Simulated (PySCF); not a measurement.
The numbers are results of PySCF with PBE-D3(BJ)/def2-TZVP // B3LYP-D3(BJ)/def2-TZVP, not measurements. All species are isolated molecules in the gas phase. Delta-SCF ions had no search for a lower state. Excitations are Tamm–Dancoff values on a coarser integration grid. The basis has no diffuse functions, so Rydberg states are missing or too high.

Reference species (SMILES): `C=C=C` (neutral, multiplicity 1).

```
Property                                  Result
--------------------------------------  --------
S1 excitation (TDA)                      5.85 eV
vertical ionisation energy (Delta-SCF)  10.02 eV
HOMO                                    -6.55 eV
```

Changed species: `CC#C`.

Question: Predict the effect on the S1 excitation (TDA), vertical ionisation energy (Delta-SCF) and HOMO.

Answer: the S1 excitation (TDA) goes up by 0.92 eV, to 6.77 eV; the vertical ionisation energy (Delta-SCF) goes up by 0.22 eV, to 10.24 eV; the HOMO goes up by 0.06 eV, to -6.49 eV.
